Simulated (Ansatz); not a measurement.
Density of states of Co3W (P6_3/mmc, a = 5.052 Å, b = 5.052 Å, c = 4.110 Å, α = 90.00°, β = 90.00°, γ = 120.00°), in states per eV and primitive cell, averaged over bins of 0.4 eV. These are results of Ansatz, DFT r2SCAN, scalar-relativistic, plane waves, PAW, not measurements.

Settings: cutoff 500 eV, Γ-centred mesh 12×12×10 on the computed 8-atom cell, Gaussian smearing of 0.10 eV; collinear spin from starting moments 0.84 0.84 0.84 0.84 0.84 0.84 -0.26 -0.26 μB.

The cell is relaxed at this level. The states (both spins) are summed by tetrahedra on a 18×18×15 mesh at the self-consistent density. Energies are bin centres; the table starts no lower than −8 eV and ends at 6 eV, or lower where the solved bands end.

It is a metal at this level.

| E − E_F (eV) | total | Co 3d down | Co 3d up | W 5d up | W 5d down | Co 4s up | Co 4s down |
| --- | --- | --- | --- | --- | --- | --- | --- |
| -7.85 | 0.84 | 0.01 | 0.01 | 0.01 | 0.02 | 0.24 | 0.24 |
| -7.45 | 0.88 | 0.02 | 0.02 | 0.02 | 0.03 | 0.24 | 0.26 |
| -7.05 | 1.18 | 0.04 | 0.03 | 0.04 | 0.06 | 0.31 | 0.34 |
| -6.65 | 1.55 | 0.07 | 0.07 | 0.08 | 0.12 | 0.38 | 0.40 |
| -6.25 | 2.32 | 0.15 | 0.22 | 0.23 | 0.23 | 0.49 | 0.43 |
| -5.85 | 3.86 | 0.40 | 0.91 | 0.71 | 0.50 | 0.55 | 0.41 |
| -5.45 | 6.35 | 0.91 | 1.49 | 1.06 | 1.08 | 0.69 | 0.74 |
| -5.05 | 6.41 | 1.01 | 1.99 | 1.08 | 1.06 | 0.45 | 0.55 |
| -4.65 | 8.13 | 1.69 | 3.09 | 0.96 | 1.24 | 0.32 | 0.35 |
| -4.25 | 8.36 | 2.30 | 2.85 | 0.89 | 1.33 | 0.20 | 0.28 |
| -3.85 | 9.39 | 1.87 | 4.89 | 0.88 | 1.07 | 0.17 | 0.17 |
| -3.45 | 11.88 | 3.57 | 5.47 | 0.77 | 1.22 | 0.17 | 0.19 |
| -3.05 | 11.60 | 4.00 | 4.65 | 0.57 | 1.49 | 0.14 | 0.22 |
| -2.65 | 9.88 | 1.99 | 5.88 | 0.68 | 0.63 | 0.17 | 0.13 |
| -2.25 | 12.85 | 3.18 | 7.79 | 0.78 | 0.36 | 0.21 | 0.09 |
| -1.85 | 17.58 | 6.82 | 8.29 | 0.77 | 0.74 | 0.20 | 0.17 |
| -1.45 | 17.04 | 7.71 | 6.81 | 0.90 | 0.61 | 0.18 | 0.21 |
| -1.05 | 15.71 | 7.97 | 5.60 | 0.35 | 0.80 | 0.14 | 0.23 |
| -0.65 | 12.63 | 7.68 | 3.65 | 0.11 | 0.50 | 0.06 | 0.15 |
| -0.25 | 3.76 | 1.64 | 1.09 | 0.39 | 0.10 | 0.19 | 0.06 |
| 0.15 | 4.24 | 1.82 | 1.10 | 0.78 | 0.10 | 0.13 | 0.03 |
| 0.55 | 7.07 | 2.81 | 1.73 | 1.68 | 0.30 | 0.21 | 0.03 |
| 0.95 | 9.55 | 3.90 | 2.30 | 2.01 | 0.67 | 0.34 | 0.09 |
| 1.35 | 7.67 | 3.51 | 0.97 | 1.23 | 1.40 | 0.16 | 0.16 |
| 1.75 | 8.91 | 3.63 | 0.82 | 1.47 | 2.33 | 0.11 | 0.18 |
| 2.15 | 7.11 | 2.00 | 0.78 | 1.71 | 1.96 | 0.12 | 0.17 |
| 2.55 | 5.65 | 1.25 | 0.60 | 1.35 | 1.57 | 0.18 | 0.21 |
| 2.95 | 2.89 | 0.53 | 0.25 | 0.58 | 0.74 | 0.14 | 0.17 |
| 3.35 | 1.58 | 0.22 | 0.12 | 0.28 | 0.29 | 0.12 | 0.14 |
| 3.75 | 1.76 | 0.19 | 0.12 | 0.29 | 0.26 | 0.16 | 0.16 |
| 4.15 | 1.95 | 0.17 | 0.15 | 0.30 | 0.23 | 0.18 | 0.16 |
| 4.55 | 2.29 | 0.22 | 0.14 | 0.26 | 0.28 | 0.19 | 0.20 |
| 4.95 | 2.10 | 0.16 | 0.11 | 0.22 | 0.20 | 0.21 | 0.20 |
| 5.35 | 1.98 | 0.13 | 0.09 | 0.17 | 0.16 | 0.20 | 0.19 |
| 5.75 | 1.98 | 0.12 | 0.08 | 0.14 | 0.13 | 0.20 | 0.19 |

The columns after the total are the main Löwdin projections on the occupied valence shells of the potentials; 2 others are left out. The rest of the total lies in those, in shells that are empty in the free atom, which aren't projected, and between the atoms.

The state reached may not be the lowest one. Spin-orbit coupling is left out, which matters for the bands of heavy elements.

Only this magnetic start was tried.

Cost: 1 run of about 9.4 core-minutes, on Intel Xeon Platinum 8488C (Sapphire Rapids) (shared hosts).